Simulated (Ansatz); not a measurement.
Reaction: H4BNO2 (aminoboronic acid, SMILES OB(O)N) → H2BO2 (SMILES O[B]O, doublet) + NH2 (SMILES [NH2], doublet) (the B-N bond breaks)
Each species at its own B3LYP-D3(BJ)/def2-TZVP minimum (Ansatz, a quantum-chemistry and plane-wave program), one conformer.

Total energies in hartree (Ansatz). Radicals and triplets start from unrestricted determinants; spin-orbit coupling is neglected. Cores are frozen in correlated methods. No relativity.

| species | HF/cc-pVTZ | CCSD(T)/cc-pVTZ | HF/cc-pVQZ | CCSD(T)/cc-pVQZ | CCSD(T)/cc-pVDZ | CCSDT(Q)/cc-pVDZ |
|---|---|---|---|---|---|---|
| 1: H4BNO2 (aminoboronic acid, SMILES OB(N)O) | -231.44137 | -232.27873 | -231.46019 | -232.35434 | -232.02433 | -232.02652 |
| 2: H2BO2 (SMILES O[B]O, doublet) | -175.68559 | -176.27020 | -175.69995 | -176.32621 | -176.08418 | -176.08598 |
| 3: NH2 (SMILES [NH2], doublet) | -55.58579 | -55.79359 | -55.59045 | -55.81078 | -55.73272 | -55.73328 |

Task: Work out the bond dissociation energy (electronic) in kJ/mol: take Hartree-Fock from cc-pVQZ, extrapolate the CCSD(T) correlation energy as X^-3 (X = 3, 4), and add CCSDT(Q) - CCSD(T) in cc-pVDZ. 1 hartree = 2625.5 kJ/mol.

Result: 
Species 1: correlation (64·(-0.89415) - 27·(-0.83736))/37 = -0.93559; step -0.00219; E1 = -231.46019 + (-0.93559) + (-0.00219) = -232.39797
Species 2: correlation (64·(-0.62626) - 27·(-0.58461))/37 = -0.65665; step -0.00180; E2 = -175.69995 + (-0.65665) + (-0.00180) = -176.35840
Species 3: correlation (64·(-0.22033) - 27·(-0.20780))/37 = -0.22947; step -0.00056; E3 = -55.59045 + (-0.22947) + (-0.00056) = -55.82048
-1·E1 +1·E2 +1·E3 = 0.21909 hartree = 575.2 kJ/mol.
